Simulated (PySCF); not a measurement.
Structure problem from calculated spectra and properties.

Elements present: C, F, H, O and S. Monoisotopic mass: 111.0274 u (electron mass counted); charge +1.

- Rotational structure: rotational constants A, B, C: 3.700, 2.281, 2.217 GHz [GFN2-xTB]
- Polarisability: 57.7 au [PBE0/def2-SVPD]
- Triplet: lowest triplet excitation (Tamm–Dancoff): 6.66 eV [TDA PBE0/def2-SVPD]
- UV, first state: lowest singlet excitation: 7.19 eV (172 nm, f = 0.010) [TDDFT PBE0/def2-SVPD]
- 13C NMR: chemical shifts (computed TMS as zero) by class: 102.3 (1 C), 42.4 (2 C) ppm [GIAO PBE0/pcSseg-1]
- UV, strongest line: among the 6 lowest singlet transitions: S5 at 8.60 eV (144 nm, f = 0.019) [TDDFT PBE0/def2-SVPD]
- 1H NMR: chemical shifts (computed TMS as zero) by class: 6.35 (2 H), 3.67 (6 H) ppm [GIAO PBE0/pcSseg-1]

Electronic properties: PySCF, gas phase, density fitting. Levels stand in brackets. One conformer (not necessarily the lowest) at the GFN2-xTB geometry, without solvent, vibrations or thermal averaging. NMR classes are plain means over equivalent atoms (diastereotopic ones count apart unless rotation or inversion swaps them), as if these changed places fast.

Problem. Which formula fits the mass and the elements?

Solution. C3H8FOS (calculated 111.0274). No other formula that holds each of these elements comes within 0.0003 u with a fitting electron parity and a possible valence count.

Problem. Give a SMILES that accounts for the data.

Solution. Numbering: `[CH3:1][S+:2]([CH3:3])(=[O:4])[CH2:5][F:6]`. 3 carbons fall into 2 classes; from least to most shielded: sp3 C–F carbon [C5] (102.3 ppm), S-methyl carbon [C1/C3] (42.4 ppm, 2 C). Hydrogen classes from least to most shielded: 2 H on an sp3 C–F carbon, C5 (6.35 ppm), 6 H on 2 S-methyl carbons, C1/C3 (3.67 ppm, a mean of values up to 0.7 ppm apart in this geometry). S1 is mainly HOMO→LUMO (weight 0.96); the largest Löwdin shares of the orbital it empties are 0.53 on the oxygen bonded to S, 0.14 on the sulfur bonded to 3 C and O, 0.12 on the alkyl fluorine and 0.11 on the sp3 C–F carbon, of the orbital it fills 0.34 on the sulfur bonded to 3 C and O, 0.21 on the sp3 C–F carbon and 0.08 on each of 2 atoms of one kind (S-methyl carbon). The optimised geometry has point group Cs and is an asymmetric top. Structure: `O=[S+](CF)(C)C`. The assignments are read from this structure; whether some other isomer fits the data as well wasn't checked.

Conformer computed: `[CH3:1][S+:2]([CH3:3])(=[O:4])[CH2:5][F:6]`: C1–S2–C5–F6 57°.
